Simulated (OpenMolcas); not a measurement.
# CH2F2O (SMILES OC(F)F): RI-MP2/6-31G(d) (Cholesky decomposition, Cartesian functions)

What is the energy change on altering one bond length of CH2F2O at RI-MP2/6-31G* (Cholesky decomposition, Cartesian functions)? 

The results are computed with OpenMolcas 26.06.

3 further runs of the same task are left out: 3 set aside as unsound or not needed.

## 1. The structure to begin with

CH2F2O: 6 atoms, total charge 0, spin state singlet. As SMILES, `OC(F)F`. The shape is that of a PBE0-D4/def2-TZVP optimisation. This is one conformer, not always the lowest.

Bond lengths: O1–C2 1.346 Å, C2–F3 1.355 Å, C2–F4 1.355 Å, O1–H5 0.966 Å, C2–H6 1.091 Å. Angles: O1–C2–F3 111.4°, O1–C2–F4 111.4°, F3–C2–F4 105.7°, O1–C2–H6 109.4°, F3–C2–H6 109.4°, F4–C2–H6 109.4°, C2–O1–H5 108.8°.

## 2. A single-point energy at RI-MP2/6-31G(d) (Cholesky decomposition, Cartesian functions)

run.input

```
&GATEWAY
 Coord
 6
 angstrom
 O        0.095100       0.985600      -0.438500
 C        0.060600      -0.137800       0.302200
 F        0.876300      -1.092500      -0.208200
 F       -1.179700      -0.684300       0.315100
 H       -0.176600       0.772900      -1.340300
 H        0.366200       0.092100       1.323500
 Basis
 6-31G*
 Group
 NoSym

&SEWARD
 High

&SCF
 PrOrbitals
 1 1

&MBPT2
 Frozen
 4
```

Run with:

```bash
$ export MOLCAS_MEM=1860
$ pymolcas run.input > run.log
```

Standard output:

```text
--- Start Module: gateway ---
[...]
--- Stop Module: gateway /rc=_RC_ALL_IS_WELL_ ---
[...]
      Basis functions           64
[...]
--- Start Module: scf ---
[...]
       Convergence after  10 Iterations
[...]
::    Total SCF energy                               -312.7744289851
[...]
      Total spin, S                                     0.0000000000
[...]
      Total electronic charge=   34.000000
      Total            charge=   -0.000000
[...]
      Dipole Moment (debye):
      Origin of the operator (angstrom)=   -0.0489   -0.2761   -0.0202
                   X=  3.0162E-02               Y=  6.1145E-01               Z= -3.5786E-01           Total=  7.0912E-01
      Quadrupole Moment (debye*angstrom):
[...]
--- Stop Module: scf /rc=_RC_ALL_IS_WELL_ ---
[...]
--- Start Module: mbpt2 ---
[...]
WARNING!
Default frozen orbitals as non valence orbitals is overwritten by user input.
Default values:   4
[...]
       Reference weight ( Cref**2 )         =        0.86317
::    Total MBPT2 energy                             -313.4194525411
[...]
--- Stop Module: mbpt2 /rc=_RC_ALL_IS_WELL_ ---
[...]
```

Wall time 3.3 s (1 thread of Arm Neoverse V2, shared host).

## 3. The distorted shape at the same level

run.input

```
>>> EXPORT MOLCAS_PRINT=2

&GATEWAY
  Coord
  6
  angstrom
  O        0.129600       2.108998      -1.179198
  C        0.060600      -0.137800       0.302200
  F        0.876300      -1.092500      -0.208200
  F       -1.179700      -0.684300       0.315100
  H       -0.142100       1.896298      -2.080998
  H        0.366200       0.092100       1.323500
  Basis=6-31G*
  Group=NoSym

&SEWARD
  High

&SCF
  PrOrbitals=1 1

&MBPT2
  Frozen=4
```

Run with:

```bash
$ export MOLCAS_MEM=1860
$ pymolcas run.input > run.log
```

Standard output:

```text
--- Start Module: gateway ---
[...]
--- Stop Module: gateway /rc=_RC_ALL_IS_WELL_ ---
[...]
      Basis functions           64
[...]
--- Start Module: scf ---
[...]
       Convergence after  14 Iterations
[...]
::    Total SCF energy                               -312.5070179691
[...]
      Total spin, S                                     0.0000000000
[...]
      Total electronic charge=   34.000000
      Total            charge=   -0.000000
[...]
      Dipole Moment (debye):
      Origin of the operator (angstrom)=   -0.0403    0.0048   -0.2054
                   X= -5.9314E-02               Y= -2.2570E+00               Z=  1.5280E+00           Total=  2.7262E+00
      Quadrupole Moment (debye*angstrom):
[...]
--- Stop Module: scf /rc=_RC_ALL_IS_WELL_ ---
[...]
--- Start Module: mbpt2 ---
[...]
WARNING!
Default frozen orbitals as non valence orbitals is overwritten by user input.
Default values:   4
[...]
       Reference weight ( Cref**2 )         =        0.79181
::    Total MBPT2 energy                             -313.2261199823
[...]
--- Stop Module: mbpt2 /rc=_RC_ALL_IS_WELL_ ---
[...]
```

Wall time 3.3 s (1 thread of Arm Neoverse V2, shared host).

## 4. Outcome

Level: RI-MP2/6-31G* (Cholesky decomposition, Cartesian functions), 4 core orbitals frozen.

| quantity | value |
| --- | --- |
| first shape: total energy | -313.41945 Eh |
| first shape: dipole moment (mean-field density) | 0.71 D |
| first shape: HOMO energy (Hartree–Fock orbitals) | -14.75 eV |
| first shape: LUMO energy (Hartree–Fock orbitals) | 5.96 eV |
| first shape: HOMO–LUMO gap (Hartree–Fock orbitals) | 20.71 eV |
| first shape: correlation energy (4 core orbitals frozen) | -645.0 mEh |
| distorted shape: total energy | -313.22612 Eh |
| distorted shape: dipole moment (mean-field density) | 2.73 D |
| distorted shape: HOMO energy (Hartree–Fock orbitals) | -9.78 eV |
| distorted shape: LUMO energy (Hartree–Fock orbitals) | -0.99 eV |
| distorted shape: HOMO–LUMO gap (Hartree–Fock orbitals) | 8.79 eV |
| distorted shape: correlation energy (4 core orbitals frozen) | -719.1 mEh |
| energy change with the O1–C2 bond stretched from 1.346 to 2.692 Å | 5.261 eV |

In words: One bond (distorted shape) is far stretched, which a spin-restricted single reference describes badly; perturbation theory on it can break down and give far too much correlation. With the O1–C2 bond stretched from 1.346 to 2.692 Å the energy rises by 5.26 eV (508 kJ/mol). The first shape isn't relaxed at this level, so the change isn't measured from a minimum. A restricted reference can't describe the breaking bond well at this length. Mulliken charges (first shape) of the mean-field density run from -0.70 on O1 to +0.83 on C2.
